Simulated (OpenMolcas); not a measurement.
P2H4 (diphosphine): the energy, rung by rung

P2H4 has 6 atoms, charge 0, and is taken as a singlet. As SMILES, `PP`. Geometry: relaxed at PBE0-D4/def2-TZVP. This is one conformer, not always the lowest.

```xyz
6

P     0.3651   -1.0488   -0.0823
P    -0.3652    1.0491    0.0781
H    -0.4970   -1.5216    0.9450
H    -0.5721   -1.3929   -1.0949
H     0.5028    1.5246   -0.9429
H     0.5664    1.3896    1.0970
```

Each level gives the energy change with the P1–H3 bond stretched from 1.422 to 2.844 Å (eV). The values are calculated.

```
                     level                   kind     program  value (eV)  less FCI/STO-3G
    HF/STO-3G (restricted)           Hartree–Fock  OpenMolcas        7.75            +3.73
   PBE/STO-3G (restricted)                    GGA  OpenMolcas        5.14            +1.12
r2SCAN/STO-3G (restricted)               meta-GGA  OpenMolcas        5.50            +1.48
 B3LYP/STO-3G (restricted)          global hybrid  OpenMolcas        5.61            +1.59
   MP2/STO-3G (restricted)    perturbation theory  OpenMolcas        5.46            +1.44
     SC-NEVPT2(2,2)/STO-3G         multireference  OpenMolcas        4.02             0.00
  ACPF/STO-3G (restricted)  coupled cluster or CI  OpenMolcas        1.06            -2.96
                FCI/STO-3G     exact in the basis  OpenMolcas        4.02             0.00
```

FCI/STO-3G is exact within its basis and frozen core, so for wave-function methods in that basis the difference is their error; functionals converge differently with the basis, so for them it is only a difference. Spin-restricted single references rise too steeply as a bond breaks, Hartree–Fock most of all. Perturbation and coupled-cluster corrections on them can overshoot downwards. The first shape isn't each level's own minimum. The values span 1.06 to 7.75 eV. All rows use very small basis sets, so even the best lies far from the true value.
